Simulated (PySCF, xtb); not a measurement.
H₂Si, SMILES [SiH2] (connectivity only; charge and spin as stated), charge +1, multiplicity 2.

Harmonic wavenumbers (cm⁻¹) from GFN2-xTB (xtb) at its own minimum, in rising order: 599, 2208, 2257.

What does PBE0-D3(BJ)/def2-TZVPD (PySCF 2.14.0) give at its own minimum? (Estimate from the structure and the level; the computed values follow.)

898, 2154, 2236. Paired by order, the mean absolute difference is 125 cm⁻¹ and the zero-point energies are 7.2 and 7.6 kcal/mol.
